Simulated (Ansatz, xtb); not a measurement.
## C2H4S: which of two isomers lies lower

We compare X, `C=CS`, a singlet, with Y, `C1CS1`, a singlet. Both are isolated molecules in the gas phase, relaxed with PBE0-D4/def2-TZVP; each stands in its lowest conformer found.

Quicker runs give these differences E(Y) − E(X): GFN2-xTB −0.305 eV; HF/STO-3G −0.482 eV (at GFN2-xTB geometries); r2SCAN-D4/def2-SVP −0.104 eV (at GFN2-xTB geometries).

Problem. Estimate E(Y) − E(X) at the level CCSD(T)/def2-TZVPP.

Solution. Calculated at CCSD(T)/def2-TZVPP: E(Y) − E(X) = −0.084 eV, so structure Y lies lower.

The same difference at several levels:

| level | geometry | E(Y) − E(X) (eV) | departure from the last row (eV) | job, with rough time for the two |
| --- | --- | --- | --- | --- |
| GFN2-xTB | GFN2-xTB | −0.305 | −0.221 | optimisation, 0.12 s |
| HF/STO-3G | GFN2-xTB | −0.482 | −0.398 | single point, 0.16 s |
| r2SCAN-D4/def2-SVP | GFN2-xTB | −0.104 | −0.020 | single point, 1.8 s |
| PBE0-D4/def2-TZVP | PBE0-D4/def2-TZVP | −0.196 | −0.112 | optimisation, 14 s |
| HF/def2-TZVPP | PBE0-D4/def2-TZVP | +0.038 | +0.122 | part of the CCSD(T) run |
| MP2/def2-TZVPP | PBE0-D4/def2-TZVP | −0.215 | −0.132 | part of the CCSD(T) run |
| CCSD(T)/def2-TZVPP | PBE0-D4/def2-TZVP | −0.084 |  | single point, 35 s |

As drawn, Y has 1 C–C, 1 C–S, 1 C–H in place of 1 C=C, 1 S–H. Structure X has no ring, Y a 3-membered ring.

HF/def2-TZVPP puts the two in the other order. The largest departure from CCSD(T)/def2-TZVPP is that of HF/STO-3G, 0.398 eV.

With harmonic frequencies from PBE0-D4/def2-TZVP (ideal gas, rigid rotor, one conformer each, 298.15 K, 1 atm): the zero-point term adds +0.103 eV; ΔH is 0.000 and ΔG +0.052 eV. The free energy reverses the electronic order.

The correlated steps freeze 7 core orbitals. Codes used: Ansatz 0.2.0, xtb 6.7.1; the last row on 2 threads of Arm Neoverse V1 on a shared host.
